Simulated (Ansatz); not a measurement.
# CH2N+ (quintet): the correlation ladder, cc-pVDZ

An exercise on one series of results from a longer session: the logs are not shown, and one member is left open.

Computed with Ansatz 0.2.0, Gaussian basis. Level: cc-pVDZ, core rule «outside noble gas», up to 2 orbitals frozen.

To be run: UHF; CCSD(T) on ROHF; CCSD(T) on UHF; BCCD(T) on ROHF; CISD; CCSDT(Q) on ROHF; CCSDT(Q) on UHF; CASSCF and MRCISD+Q, 10 electrons in 10 orbitals; CASSCF and NEVPT2, 10 electrons in 10 orbitals.

15 further runs of the same task are left out: 6 that didn't finish, 9 set aside as unsound or not needed.

## The geometry

The geometry is a PBE0/def2-TZVP stationary point (not a proven minimum) of the parent state, kept for this charge and spin.

4 atoms, charge 1, spin multiplicity 5.

Atoms are counted from 1 here; the program's logs count them from 0.

Bond lengths: N1–C2 1.434 Å, N1–H3 1.028 Å, C2–H4 1.090 Å. Angles: C2–N1–H3 110.2°, N1–C2–H4 121.0°.

Set-up of the first run:

Contents of in.yaml:

```yaml
crystal:
  periodic: [false, false, false]
  atoms:
    - {symbol: N, position_ang: [-0.030066, -0.130755, 0.661245]}
    - {symbol: C, position_ang: [0.116167, 0.102607, -0.745850]}
    - {symbol: H, position_ang: [-0.282647, 0.742725, 1.141042]}
    - {symbol: H, position_ang: [-0.683794, -0.148384, -1.442336]}
basis:
  gaussian: {orbitals: cc-pVDZ}
total_charge: 1
magnetization: {spin_polarized: true, initial_magnetization: 4}
hamiltonian: {xc: hf}
output: {orbitals: {seedname: orbitals}}
```

The run is started by

```
> ansatz run in.yaml --threads 1 --pin off --events-out ev --progress --plain --max-ram 2393MiB
```

Steps of the session up to this table: UHF; CCSD(T) on ROHF; CCSD(T) on UHF; BCCD(T) on ROHF; CISD; CCSDT(Q) on ROHF; CCSDT(Q) on UHF; CASSCF and MRCISD+Q, 10 electrons in 10 orbitals; CASSCF and NEVPT2, 10 electrons in 10 orbitals.

One table of the session follows, with a row left open; its other results are not shown here.

It belongs to the step «Misses and costs». 

```
          method  from UCCSDT(Q) (kcal/mol)
            ROHF                    +131.97
             UHF                    +128.05
            RMP2                     +23.35
            UMP2                     +23.34
            CISD                      +8.36
           RCCSD                      +3.03
           UCCSD                      +2.96
        RCCSD(T)                      +0.63
        UCCSD(T)                      +0.59
         BCCD(T)                          ?
          RCCSDT                      +0.16
          UCCSDT                      +0.12
       RCCSDT(Q)                      +0.05
       UCCSDT(Q)                          0
  CASSCF valence                     +89.38
  NEVPT2 valence                     +18.59
  MRCISD valence                      +4.72
MRCISD+Q valence                      +0.82
```

Q: Estimate the row for BCCD(T) from the others.

**Answer.** from UCCSDT(Q) (kcal/mol): +0.62. In the column «from UCCSDT(Q) (kcal/mol)» it lies between UCCSD(T) (+0.59) and RCCSD(T) (+0.63).

To keep in mind: Restricted and unrestricted rows rest on different reference determinants; where their highest levels disagree by more than a few hundredths of an eV, they describe different states and don't form one ladder.
